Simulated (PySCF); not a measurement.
Estimate the missing entries of this data sheet.

Compound: Si(vinyl)H3, C2H6Si.
InChI=1S/C2H6Si/c1-2-3/h2H,1H2,3H3

```tsv
property	level	value
point group	PBE0-D3(BJ)/def2-SVP	?
rotational constants A, B, C	PBE0-D3(BJ)/def2-SVP	?
dipole moment	wB97X-D/def2-SVPD	0.74 D
HOMO energy	wB97X-D/def2-SVPD	?
LUMO energy	wB97X-D/def2-SVPD	?
lowest singlet excitation	TDDFT wB97X-D/def2-SVPD	6.67 eV (186 nm, f = 0.001)
strongest line among the 10 lowest singlet transitions	TDDFT wB97X-D/def2-SVPD	?
lowest triplet excitation (Tamm–Dancoff)	TDA wB97X-D/def2-SVPD	4.21 eV
static isotropic polarisability	wB97X-D/def2-SVPD	54.3 au
electronic spatial extent ⟨r²⟩ about the centre of nuclear charge	wB97X-D/def2-SVPD	?
13C chemical shifts (computed TMS as zero) by class	GIAO B3LYP/pcSseg-1	147.5 (1 C), 135.1 (1 C) ppm
1H chemical shifts (computed TMS as zero) by class	GIAO B3LYP/pcSseg-1	6.46 (1 H), 6.15 (1 H), 6.07 (1 H), 4.06 (3 H) ppm
isotropic shieldings of nuclei other than C and H, by class	GIAO B3LYP/pcSseg-1	?
core binding energies	ΔSCF SCAN, pcX-2 on the ionised atom, pcseg-1 elsewhere, spin-free X2C, 2p3/2 from a spin–orbit splitting computed afterwards within the 2p shell	Si2p3/2 106.7, C1s 290.3, C1s 290.6, Si1s 1846.5 eV
```

Gas-phase values; electronic properties from PySCF, density fitting. The structure is a single PBE0-D3(BJ)/def2-SVP conformer in the gas phase; no vibrational or solvent corrections. NMR classes are plain means over equivalent atoms (diastereotopic ones count apart unless rotation or inversion swaps them), as if these changed places fast; in this geometry the members of some classes differ.

Task: Give the rotational constants A, B, C.

Result: 34.170, 5.159, 4.729 GHz.

Task: The LUMO energy?

Result: 1.07 eV.

Task: The point group?

Result: Cs.

Task: The strongest line among the 10 lowest singlet transitions?

Result: S2 at 6.89 eV (180 nm, f = 0.309).

Task: Give the isotropic shieldings of nuclei other than C and H, by class.

Result: 418 (1 Si) ppm.

Task: What is the electronic spatial extent ⟨r²⟩ about the centre of nuclear charge?

Result: 311 bohr².

Task: The HOMO energy?

Result: -9.81 eV.

The principal polarisabilities are 44.5, 50.6 and 67.8 au; their mean is the isotropic value. No computed singlet falls in the visible range (750 to 380 nm, 1.65 to 3.26 eV); S1 lies 3.41 eV above its blue end. A dipole of 0.74 D is allowed in Cs, and pure rotational transitions are dipole-allowed. The 10 singlets span 6.67 to 8.93 eV, and their oscillator strengths add up to 0.49. With B = h/(8π²I), that is 505.379 GHz u Å² over I, the principal moments of inertia are 14.8, 98.0 and 106.9 u Å² (most abundant isotopes); the inertial defect Ic − Ia − Ib is -5.9 u Å² (zero for a rigid planar frame, negative otherwise).

For the geometry optimisation (PBE0-D3(BJ)/def2-SVP), the run took 8.8 s wall on an x86-64 server with one thread, no GPU (shared host).
